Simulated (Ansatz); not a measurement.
Ansatz (a program for electronic structure) input (HF/3-21G): The .json file is the Basis Set Exchange's 3-21G.

Ansatz 0.2 input:
```yaml
crystal:
  periodic: [false, false, false]
  atoms:
    - {symbol: O, position_ang: [-0.04990369, 1.15821819, 0.04021793]}
    - {symbol: H, position_ang: [-0.98324266, 1.54963909, 0.03801385]}
    - {symbol: Cl, position_ang: [0.08132189, -0.63619909, -0.02116220]}
basis:
  gaussian:
    orbitals: 3-21G.json
hamiltonian:
  xc: {name: HF}
total_charge: 1
magnetization: {spin_polarized: true, initial_magnetization: 1}
phonons: {temperatures: {t_min: 298.15, t_max: 298.15, t_step: 100}}
```

Problem. Which harmonic wavenumbers does it give?

Solution. 551, 983, 3330 cm⁻¹ (unscaled; negative means imaginary).
